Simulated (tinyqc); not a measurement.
Worked calculation: CISD on RHF in the sto-6g basis, frozen core, for OH-, spin multiplicity 1. The basis has no diffuse functions, so it cannot describe the extra electron: this is an exercise in the method, not the real anion. One step of it, computed by the program tinyqc.

Problem. CISD: determinants and Hamiltonian. Slater-Condon rules over spin orbitals, with the nuclear repulsion and the energy of the frozen orbital added and E(HF) subtracted on the diagonal. Only determinants linked to the reference directly or through others are kept (one block of an abelian symmetry group), so some states are absent.

one-electron integrals dressed by the frozen orbital, h + 2 (pq|11) - (p1|1q) (hartree), lower triangle:
```
           2          3          4          5          6
2  -5.173870
3   0.348110  -4.240605
4   0.000000   0.000000  -4.759765
5   0.000000   0.000000   0.000000  -4.759765
6   0.663228   0.808648   0.000000   0.000000  -3.755965
```

energy of the frozen orbital, 2 h_11 + (11|11) = -60.16508155 hartree

Two-electron integrals over orbitals (pq|rs), unique and non-zero (hartree); the lowest 1 orbital is frozen and left out:
```
(22|22) 0.727079    (32|22) -0.020763   (32|32) 0.150104    (33|22) 0.646142
(33|32) -0.032276   (33|33) 0.670981    (42|42) 0.146097    (43|42) -0.053619
(43|43) 0.047945    (44|22) 0.748711    (44|32) -0.100577   (44|33) 0.647513
(44|44) 0.880663    (52|52) 0.146097    (53|52) -0.053619   (53|53) 0.047945
(54|54) 0.047461    (55|22) 0.748711    (55|32) -0.100577   (55|33) 0.647513
(55|44) 0.785741    (55|55) 0.880663    (62|22) -0.113613   (62|32) -0.016884
(62|33) -0.013806   (62|44) -0.122346   (62|55) -0.122346   (62|62) 0.109621
(63|22) -0.093058   (63|32) 0.118964    (63|33) -0.064310   (63|44) -0.147142
(63|55) -0.147142   (63|62) 0.043880    (63|63) 0.157368    (64|42) -0.043173
(64|43) -0.006732   (64|64) 0.038694    (65|52) -0.043173   (65|53) -0.006732
(65|65) 0.038694    (66|22) 0.686624    (66|32) 0.036141    (66|33) 0.648663
(66|44) 0.666080    (66|55) 0.666080    (66|62) -0.089101   (66|63) -0.034415
(66|66) 0.726947
```

nuclear repulsion = 4.36885210 hartree

Hartree-Fock energy = -74.77883030 hartree

Give: determinants; H - E(HF) between determinants.

Solution.

Occupation strings over the orbitals (2 doubly, a alpha, b beta, 0 empty; spin orbitals ordered 1a 1b 2a 2b ...): 222220 22a22b 2a222b 22b22a 2b222a 222202 222022 220222 2ab222 2ba222 202222

H - E(HF) between determinants (hartree), lower triangle:
```
        222220  22a22b  2a222b  22b22a  2b222a  222202  222022  220222
222220   0.000
22a22b   0.000   0.677
2a222b   0.000   0.008   1.260
22b22a   0.000  -0.157  -0.044   0.677
2b222a   0.000  -0.044  -0.110   0.008   1.260
222202   0.039   0.007   0.043  -0.007  -0.043   1.003
222022   0.039   0.007   0.043  -0.007  -0.043   0.047   1.003
220222   0.157   0.030  -0.119  -0.030   0.119   0.048   0.048   1.454
2ab222  -0.044   0.119  -0.059  -0.075   0.017   0.054   0.054   0.061
2ba222   0.044  -0.075   0.017   0.119  -0.059  -0.054  -0.054  -0.061
202222   0.110   0.017   0.025  -0.017  -0.025   0.146   0.146   0.150

        2ab222  2ba222  202222
2ab222   1.974
2ba222  -0.150   1.974
202222   0.049  -0.049   2.600
```
